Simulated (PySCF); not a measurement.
**CH6OSi (SMILES OC[SiH3]): a chain of runs**

We compute a geometry optimisation (HF-D4/DZVP), then the harmonic vibrations, then a single-point energy (DF-CCSD(T)/CRENBL), then ionisation energies (EOM-CCSD/6-311G*) of CH6OSi. The job is set up through a Python script.

The results are computed with PySCF 2.14.0.

## Step 1: The structure to begin with

CH6OSi has 9 atoms, charge 0, and is taken as a singlet. SMILES: `OC[SiH3]`. The shape comes from a force field and isn't a relaxed structure. The run starts from this shape.

Bond lengths: O1–C2 1.402 Å, C2–Si3 1.851 Å, O1–H4 1.014 Å, C2–H5 1.085 Å, C2–H6 1.099 Å, Si3–H7 1.461 Å, Si3–H8 1.555 Å, Si3–H9 1.471 Å. Some angles: O1–C2–Si3 115.1°, O1–C2–H5 109.5°, O1–C2–H6 106.9°, Si3–C2–H5 109.4°, Si3–C2–H6 109.7°, C2–O1–H4 102.9°, C2–Si3–H7 113.8°, C2–Si3–H8 108.9°, C2–Si3–H9 113.6°, H5–C2–H6 105.9°.

## Step 2: A structure relaxation at HF-D4/DZVP (sfX2C, density fitting with def2-universal-jkfit, max memory mb 1860) (run 1)

start.xyz

```xyz
9
CH6OSi
O     -1.255500    -0.152700    -1.167400
C     -0.145800     0.418800    -0.529900
Si     0.473700    -0.506700     0.948300
H     -1.437100     0.492700    -1.928700
H     -0.378400     1.439600    -0.244400
H      0.651800     0.491800    -1.282400
H     -0.480700    -0.557800     2.053200
H      1.745900     0.204400     1.490900
H      0.914500    -1.876500     0.643200
```

job.py

```python
# OC[SiH3]
from pyscf import gto
from pyscf.geomopt.geometric_solver import kernel as optimise

molecule = gto.Mole()
molecule.atom = 'start.xyz'
molecule.verbose = 3
molecule.charge = 0
molecule.max_memory = 1860
molecule.basis = 'dzvp'
molecule.spin = 0
molecule.build()

mf = molecule.RHF()
mf = mf.x2c()
mf = mf.density_fit(auxbasis='def2-universal-jkfit')
mf.disp = 'd4'
converged, mol_eq = optimise(mf, maxsteps=100)
print('converged:', converged)
print(mol_eq.tostring())

mf.reset(mol_eq)
molecule = mol_eq
mf.kernel()
e_tot = mf.e_tot
print('E(%s) = %.9f' % ('HF', e_tot))
```

Run with:

```
$ OMP_NUM_THREADS=1 python job.py
```

The program printed:

```text
maxiter                   100
[... 49 lines left out ...]
> Will converge when all 5 criteria are reached:
[... 18 lines left out ...]
converged SCF energy = -405.688203592846
[... 20 lines left out ...]
converged SCF energy = -405.698679833066
[... 41 lines left out ...]
converged SCF energy = -405.699382237097
[... 41 lines left out ...]
converged SCF energy = -405.699409502008
[... 32 lines left out ...]
Converged! =D
[... 1 line left out ...]
converged: True
O          -1.21048047       -0.16400468       -1.08585554
C          -0.07716198        0.48994905       -0.54877756
Si          0.50440912       -0.49942269        0.95262146
[... 5 lines of this table left out ...]
H           0.85851640       -1.87091541        0.55009506
converged SCF energy = -405.699409916215
E(HF) = -405.699409916
```

Wall time 21 s (1 thread of Intel Xeon at 2.50GHz (Skylake/Cascade Lake), shared host); peak memory 0.18 GiB.

Steps, from the record of the run:

| step | energy from the first frame kept (eV) | largest force (eV/Å) |
| --- | --- | --- |
| 0 | 0.0000 | 3.2620 |
| 1 | -0.2851 | 0.6764 |
| 2 | -0.3018 | 0.1193 |
| 3 | -0.3042 | 0.0954 |
| 4 | -0.3049 | 0.0499 |
| 5 | -0.3049 | 0.0120 |
| 6 | -0.3049 | 0.0030 |

After the run. Bond lengths: O1–C2 1.414 Å, C2–Si3 1.890 Å, O1–H4 0.947 Å, C2–H5 1.087 Å, C2–H6 1.087 Å, Si3–H7 1.473 Å, Si3–H8 1.478 Å, Si3–H9 1.473 Å. Some angles: O1–C2–Si3 107.8°, O1–C2–H5 111.0°, O1–C2–H6 111.0°, Si3–C2–H5 109.9°, Si3–C2–H6 110.0°, C2–O1–H4 110.2°, C2–Si3–H7 110.1°, C2–Si3–H8 108.3°, C2–Si3–H9 110.1°, H5–C2–H6 107.2°.

## Step 3: Vibrational wavenumbers at HF-D4/DZVP (sfX2C, density fitting with def2-universal-jkfit, max memory mb 1860) (run 2)

geometry.xyz

```xyz
9

O     -1.126320     0.007460    -1.141242
C      0.006998     0.661414    -0.604164
Si     0.588569    -0.327958     0.897235
H     -1.449189     0.480567    -1.895299
H     -0.221274     1.679178    -0.311757
H      0.803881     0.710421    -1.347171
H     -0.466748    -0.367565     1.918237
H      1.783032     0.337802     1.457834
H      0.945376    -1.702001     0.491982
```

input.py

```python
import numpy
from pyscf import gto, scf, symm
from pyscf.hessian import thermo

mol = gto.M(
    atom='geometry.xyz',
    basis='dzvp',
    charge=0,
    spin=0,
    verbose=3,
    max_memory=1860,
)

calc0 = scf.RHF(mol)
calc0 = calc0.x2c()
calc0 = calc0.density_fit(auxbasis='def2-universal-jkfit')
calc0.disp = 'd4'
calc0.kernel()

e_tot = calc0.e_tot
print(f'total energy: {e_tot:.8f} hartree')
hess = calc0.Hessian().kernel()
modes = thermo.harmonic_analysis(mol, hess)
print('frequencies (1/cm)', numpy.round(modes['freq_wavenumber'], 1))
symm.geom.TOLERANCE = 1e-3  # for the symmetry number
th = thermo.thermo(calc0, modes['freq_au'], 800, 101325)
thermo.dump_thermo(mol, th)
```

Run with:

```
$ OMP_NUM_THREADS=1 python input.py
```

The program printed:

```text
converged SCF energy = -405.699356308403
total energy: -405.69935631 hartree

WARN: DFTD4 does not support analytical Hessian, using finite difference.

WARN: Mole.unit (angstrom) is changed to Bohr

frequencies (1/cm) [ 157.3  264.7  316.2  566.3  635.1  778.3  953.2 1015.8 1028.3 1032.4
 1160.8 1303.2 1355.3 1522.5 1634.7 2347.4 2357.8 2396.2 3148.  3232.3
 4111.6]
temperature 800.0000 [K]
pressure 101325.00 [Pa]
Rotational constants [GHz] 27.14498 5.18193 4.71419
Symmetry number 1
Zero-point energy (ZPE) 0.07135 [Eh]   187318.974 [J/mol]
                           tot       elec      trans        rot        vib
Entropy [J/mol/K]       394.191      0.000    180.763    111.463    101.965
Cv [J/mol/K]            131.001      0.000     12.472     12.472    106.058
Cp [J/mol/K]            139.316      0.000     20.786     12.472    106.058
Internal energy [J/mol]                      9977.352   9977.352 232084.590
Internal energy [Eh]   -405.60336  -405.69936
Enthalpy [J/mol]                            16628.920   9977.352 232084.590
Enthalpy [Eh]          -405.60083
Gibbs free energy [J/mol]                  -127981.589 -79192.746 150512.544
Gibbs free energy [Eh] -405.72094
```

It took 54 s on 1 thread of Intel Xeon at 2.50GHz (Skylake/Cascade Lake), shared host; peak memory 0.35 GiB.

## Step 4: The energy at DF-CCSD(T)/CRENBL (density fitting, core potential, max memory mb 1860) (run 3)

run.py

```python
from pyscf import gto, scf, cc

system = gto.Mole()
system.atom = [
    ('O', (-1.210480, -0.164005, -1.085856)),
    ('C', (-0.077162, 0.489949, -0.548778)),
    ('Si', (0.504409, -0.499423, 0.952621)),
    ('H', (-1.533349, 0.309102, -1.839913)),
    ('H', (-0.319748, 1.506816, -0.250833)),
    ('H', (0.720950, 0.552218, -1.284106)),
    ('H', (-0.553608, -0.536479, 1.976350)),
    ('H', (1.698872, 0.166337, 1.513220)),
    ('H', (0.858516, -1.870915, 0.550095)),
]
system.ecp = {'O': 'crenbl', 'C': 'crenbl', 'Si': 'crenbl'}
system.verbose = 4
system.basis = 'crenbl'
system.max_memory = 1860
system.build()

calc0 = scf.RHF(system)
calc0 = calc0.density_fit()
calc0.kernel()

mycc = cc.CCSD(calc0).density_fit()
mycc.kernel()
e_t = mycc.ccsd_t()
energy = mycc.e_tot + e_t
print(f'total energy: {energy:.8f} hartree')
dip = calc0.dip_moment()
pop, q = calc0.mulliken_pop()
```

Run with:

```
$ OMP_NUM_THREADS=1 python run.py
```

The program printed:

```text
PySCF version 2.14.0

[... 75 lines left out ...]
converged SCF energy = -28.357028289276
[... 23 lines left out ...]
RCCSD converged
[... 3 lines left out ...]
Dipole moment(X, Y, Z, Debye):  0.68216,  1.92228, -1.07183
[... 82 lines left out ...]
charge of    8H =     -0.15754
```

It took 21 s on 1 thread of Intel Xeon at 2.50GHz (Skylake/Cascade Lake), shared host; peak memory 0.25 GiB.

## Step 5: Ionisation energies at EOM-CCSD/6-311G(d) (max memory mb 1860, root kind ip) (run 4)

calc.py

```python
import numpy
from pyscf import gto, cc

mol = gto.Mole()
mol.atom = '''
O       -1.210480      -0.164005      -1.085856
C       -0.077162       0.489949      -0.548778
Si       0.504409      -0.499423       0.952621
H       -1.533349       0.309102      -1.839913
H       -0.319748       1.506816      -0.250833
H        0.720950       0.552218      -1.284106
H       -0.553608      -0.536479       1.976350
H        1.698872       0.166337       1.513220
H        0.858516      -1.870915       0.550095
'''
mol.basis = '6-311g*'
mol.max_memory = 1860
mol.verbose = 3
mol.build()

calc0 = mol.RHF()
calc0.kernel()

mycc = cc.CCSD(calc0)
mycc.kernel()
etot = mycc.e_tot
print('E = %.10f Eh' % etot)

e, vec = mycc.ipccsd(nroots=3)
roots = numpy.atleast_1d(e) * 27.211386
print('EOM-IP-CCSD roots (eV)')
for i, w in enumerate(roots, 1):
    print('%3d %10.4f' % (i, w))
```

Run with:

```
$ OMP_NUM_THREADS=1 python calc.py
```

The program printed:

```text
converged SCF energy = -405.155276512651
E(CCSD) = -405.7693910618914  E_corr = -0.6141145492401074
E = -405.7693910619 Eh
EOM-IP-CCSD roots (eV)
  1    10.4453
  2    10.8842
  3    12.0684
```

It took 35 s on 1 thread of Intel Xeon at 2.50GHz (Skylake/Cascade Lake), shared host; peak memory 0.49 GiB.

## Step 6: What came out

| quantity | value |
| --- | --- |
| run 1, HF-D4/DZVP: total energy at the end | -405.69941 Eh |
| run 1, HF-D4/DZVP: dipole moment | 2.01 D |
| run 1, HF-D4/DZVP: HOMO energy | -12.05 eV |
| run 1, HF-D4/DZVP: LUMO energy | 3.60 eV |
| run 1, HF-D4/DZVP: HOMO–LUMO gap | 15.65 eV |
| run 1, HF-D4/DZVP: dispersion energy | -48.20 kJ/mol |
| run 2, HF-D4/DZVP: total energy | -405.69936 Eh |
| run 2, HF-D4/DZVP: lowest harmonic wavenumber | 157 cm⁻¹ |
| run 2, HF-D4/DZVP: highest harmonic wavenumber | 4112 cm⁻¹ |
| run 2, HF-D4/DZVP: zero-point energy | 187.3 kJ/mol |
| run 2, HF-D4/DZVP: ideal-gas entropy at 800 K (symmetry number 1 as used) | 94.2 cal/(mol K) |
| run 3, DF-CCSD(T)/CRENBL: total energy | -28.68843 Eh |
| run 3, DF-CCSD(T)/CRENBL: dipole moment (Hartree–Fock density) | 2.30 D |
| run 3, DF-CCSD(T)/CRENBL: HOMO energy (Hartree–Fock orbitals) | -11.93 eV |
| run 3, DF-CCSD(T)/CRENBL: LUMO energy (Hartree–Fock orbitals) | 4.17 eV |
| run 3, DF-CCSD(T)/CRENBL: HOMO–LUMO gap (Hartree–Fock orbitals) | 16.09 eV |
| run 3, DF-CCSD(T)/CRENBL: correlation energy | -331.4 mEh |
| run 3, DF-CCSD(T)/CRENBL: (T) correction | -8.33 mEh |
| run 3, DF-CCSD(T)/CRENBL: T1 diagnostic | 0.010 |
| run 4, EOM-CCSD/6-311G*: ground-state or mean-field energy | -405.76939 Eh |
| run 4, EOM-CCSD/6-311G*: dipole moment (Hartree–Fock density) | 2.11 D |
| run 4, EOM-CCSD/6-311G*: HOMO energy (Hartree–Fock orbitals) | -11.97 eV |
| run 4, EOM-CCSD/6-311G*: LUMO energy (Hartree–Fock orbitals) | 3.62 eV |
| run 4, EOM-CCSD/6-311G*: HOMO–LUMO gap (Hartree–Fock orbitals) | 15.59 eV |
| run 4, EOM-CCSD/6-311G*: correlation energy | -614.1 mEh |
| run 4, EOM-CCSD/6-311G*: T1 diagnostic | 0.009 |

What this shows: The optimisation (run 1, HF-D4/DZVP) took 6 steps and changed the energy by -0.305 eV. All 21 modes are real, so the shape is a minimum at this level. Mulliken charges (run 2, HF-D4/DZVP) run from -0.71 on O1 to +0.57 on Si3; they depend strongly on the basis. The triples (run 3, DF-CCSD(T)/CRENBL) make up 2.5 % of the correlation energy. Mulliken charges (run 4, EOM-CCSD/6-311G*) of the mean-field density run from -0.66 on O1 to +0.73 on Si3; they depend strongly on the basis.
